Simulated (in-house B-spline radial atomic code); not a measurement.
Results of a calculation; reference values are marked as such.
## O ion on P atom: potential, deflection and energy transfer

The pair potential comes from two frozen, spherical free-atom densities (PBE, B-spline radial code, scalar-relativistic past argon): electrostatics plus the change in Thomas-Fermi kinetic and Dirac exchange energy where they overlap, the recipe behind the universal ZBL potential, which averages such potentials (from solid-state densities) over many pairs. It is written V = (Z1 Z2 e²/r) φ(r/a), with e² = 14.3996 eV·Å and a = 0.46850 Å/(Z1^0.23 + Z2^0.23); ZBL's fit is φ = 0.18175 e^(−3.1998x) + 0.50986 e^(−0.94229x) + 0.28022 e^(−0.4029x) + 0.02817 e^(−0.20162x). Where φ falls below 4e-4 it is continued as an exponential.

Masses 16.0 and 30.97 u.

```csv
x = r/a,"φ, this pair","φ, ZBL"
0.1,0.9038,0.8928
0.25,0.7853,0.7647
0.5,0.6415,0.6096
1,0.4498,0.4164
1.5,0.3291,0.2995
2,0.2472,0.2218
3,0.1481,0.1292
4,0.09525,0.08026
5,0.06256,0.05224
6.5,0.0331,0.02914
8,0.01815,0.01705
10,0.009171,0.008778
12,0.00504,0.00474
14.5,0.002372,0.002328
17,0.001039,0.001212
```

Problem. At x = 3 the electrostatic, kinetic and exchange parts are 227.1, 453.71 and -47.71 eV. Find r, V and φ.

Solution. a = 0.46850/(1.6133 + 1.8642) = 0.13472 Å, so r = 0.40417 Å. V = 227.1 + 453.71 + (-47.71) = 633.10 eV. The bare repulsion is 8 × 15 × 14.3996/0.40417 = 4275.3 eV, so φ = 0.1481, +14.6 % against ZBL's 0.1292. The kinetic (Pauli) term is 72 % of V here.

Problem. The ion comes in at 19.45 keV with impact parameter 0.2694 Å. The scattering integral gives a centre-of-mass angle of 10.79° and a closest approach of 2.119 a. What are the reduced energy, the energy passed on and the laboratory angles?

Solution. ε = E a M2/(Z1 Z2 e² (M1 + M2)) = 19450 × 5.1408e-05 = 1. The most that one collision can pass on is γE with γ = 4 M1 M2/(M1 + M2)² = 0.8984. Here T = γE sin²(θ/2) = 0.8984 × 19450 × 0.008845 = 154.6 eV. The ion turns by arctan(sin θ/(cos θ + M1/M2)) = 7.1°, and the struck atom leaves at (180° − θ)/2 = 84.6°. The closest approach is 0.286 Å. With ZBL the angle would be 9.88° and T = 129.6 eV.
